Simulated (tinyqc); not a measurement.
Worked calculation (part 2 of 2): G0W0 on RHF in the sto-3g basis, for H2O, spin multiplicity 1. Computed by tinyqc, a small Python program that keeps every step (integrals from PySCF). Command: `OMP_NUM_THREADS=1 python tinyqc.py 24941 24942 out.jsonl` (the two numbers bound the seeds that draw the settings). One thread of a shared host (Intel(R) Xeon(R) Processor @ 2.60GHz), about 0.06 s of CPU time with the checks.

Geometry (angstrom):
```
atom        x         y        z
O     0.00000   0.00000  0.00000
H     0.00000   0.93800  0.64900
H     0.00000  -0.98000  0.67800
```

## Screening: direct RPA

orbital energies (hartree): MO1 -20.26384, MO2 -1.18545, MO3 -0.52727, MO4 -0.41270, MO5 -0.38343, MO6 0.41059, MO7 0.54791

Given earlier and not repeated: Two-electron integrals over orbitals (pq|rs).

With D = e_a - e_i and K = (ia|jb): diagonalise D^(1/2) (D + 4K) D^(1/2) = Z w^2 Z^T; X + Y = D^(1/2) Z w^(-1/2), each column of Z with its largest component positive (the first on a tie); E_c = (sum w - tr (D + 2K)) / 2.

D^(1/2) (D + 4K) D^(1/2) (hartree^2):
```
           1>6        1>7       2>6       2>7       3>6       3>7       4>6       4>7
1>6  429.37976   -0.08939   0.23623   0.03766   0.00052   0.09339  -0.02688  -0.02967
1>7   -0.08939  434.76449   0.03584   0.47228  -0.04558  -0.02494  -0.01662  -0.17988
2>6    0.23623    0.03584   3.12443  -0.02692  -0.05003  -0.33659   0.27266  -0.04211
2>7    0.03766    0.47228  -0.02692   3.50456  -0.12881   0.07884  -0.05622  -0.08559
3>6    0.00052   -0.04558  -0.05003  -0.12881   1.18311   0.02107  -0.08504  -0.21235
3>7    0.09339   -0.02494  -0.33659   0.07884   0.02107   1.84505  -0.38587   0.06759
4>6   -0.02688   -0.01662   0.27266  -0.05622  -0.08504  -0.38587   1.02683   0.02020
4>7   -0.02967   -0.17988  -0.04211  -0.08559  -0.21235   0.06759   0.02020   1.18307
5>6    0.00000    0.00000   0.00000   0.00000   0.00000   0.00000   0.00000   0.00000
5>7    0.00000    0.00000   0.00000   0.00000   0.00000   0.00000   0.00000   0.00000

          5>6       5>7
1>6   0.00000   0.00000
1>7   0.00000   0.00000
2>6   0.00000   0.00000
2>7   0.00000   0.00000
3>6   0.00000   0.00000
3>7   0.00000   0.00000
4>6   0.00000   0.00000
4>7   0.00000   0.00000
5>6   0.73377  -0.00416
5>7  -0.00416   0.96439
```

excitation energies w (hartree): 0.85656  0.92199  0.97884  0.98207  1.18615  1.36537  1.80546  1.87808  20.72145  20.85106

X + Y:
```
           1         2         3         4         5         6         7         8
1>6  0.00000   0.00007   0.00021   0.00000  -0.00025  -0.00147  -0.00159  -0.00006
1>7  0.00000   0.00032   0.00133   0.00000  -0.00100   0.00034  -0.00106  -0.00356
2>6  0.00000  -0.07310   0.03571   0.00000   0.02129   0.33393   0.87802  -0.15513
2>7  0.00000   0.02826   0.07866   0.00000   0.01516  -0.04849   0.18599   0.94033
3>6  0.00000   0.22701   0.65908   0.00000   0.62315   0.02888  -0.02897  -0.03184
3>7  0.00000   0.35463  -0.13011   0.00000  -0.03770   0.79450  -0.19744   0.06816
4>6  0.00000   0.86483  -0.12474   0.00000  -0.11856  -0.24173   0.10449  -0.03505
4>7  0.00000   0.02008   0.70639   0.00000  -0.62774   0.04618  -0.02147  -0.01889
5>6  0.96264   0.00000   0.00000  -0.01621   0.00000   0.00000   0.00000   0.00000
5>7  0.01879   0.00000   0.00000   0.97367   0.00000   0.00000   0.00000   0.00000

            9        10
1>6   0.99873  -0.01651
1>7   0.01662   0.99892
2>6   0.00015   0.00002
2>7   0.00003   0.00032
3>6   0.00000  -0.00002
3>7   0.00005  -0.00001
4>6  -0.00001  -0.00001
4>7  -0.00002  -0.00009
5>6   0.00000   0.00000
5>7   0.00000   0.00000
```

RPA correlation energy = -0.0745438 hartree

## G0W0 on Hartree-Fock: HOMO

W(p,q,m) = sqrt2 sum_ia (pq|ia) (X+Y)_ia,m; Sigma_c(x) = sum_(i,m) W^2/(x - e_i + w_m) + sum_(a,m) W^2/(x - e_a - w_m); solve x = e_p + Sigma_c(x) by Newton steps; Z = 1/(1 - dSigma/dx); 1 hartree = 27.211386 eV.

The 12 largest terms at x = e_p (hartree; W for the signs of X + Y given):
```
q  m         W      term
5  6   0.22290   0.03639
5  7  -0.24056   0.03205
5  2  -0.06712   0.00489
5  8   0.08759   0.00409
2  1  -0.06582   0.00261
6  1   0.04425  -0.00119
3  4   0.03238   0.00093
7  4   0.03588  -0.00067
5  5   0.02742   0.00063
5  3   0.01776   0.00032
4  1  -0.01069   0.00013
2  4   0.01288   0.00009
```

Newton steps (hartree):
```
step         x  Sigma_c(x)        Z
0     -0.38343     0.08032  0.94657
1     -0.30740     0.07624  0.95139
2     -0.30720     0.07623  0.95140
3     -0.30720     0.07623  0.95140
```

quasiparticle energy of the HOMO = -8.35925 eV

Hartree-Fock value = -10.43359 eV

## G0W0 on Hartree-Fock: LUMO

As before.

The 12 largest terms at x = e_p (hartree; W for the signs of X + Y given):
```
q  m         W      term
7  5  -0.11147  -0.00939
6  7  -0.12191  -0.00823
3  5   0.12389   0.00723
4  6  -0.12316   0.00693
2  7   0.13856   0.00564
4  7   0.11586   0.00511
4  2   0.06398   0.00235
5  1   0.04425   0.00119
6  2  -0.03064  -0.00102
6  8   0.04292  -0.00098
2  6  -0.05053   0.00086
6  6   0.03250  -0.00077
```

Newton steps (hartree):
```
step        x  Sigma_c(x)        Z
0     0.41059     0.01095  0.97232
1     0.42123     0.01064  0.97223
2     0.42123     0.01064  0.97223
```

quasiparticle energy of the LUMO = 11.46226 eV

Hartree-Fock value = 11.17262 eV
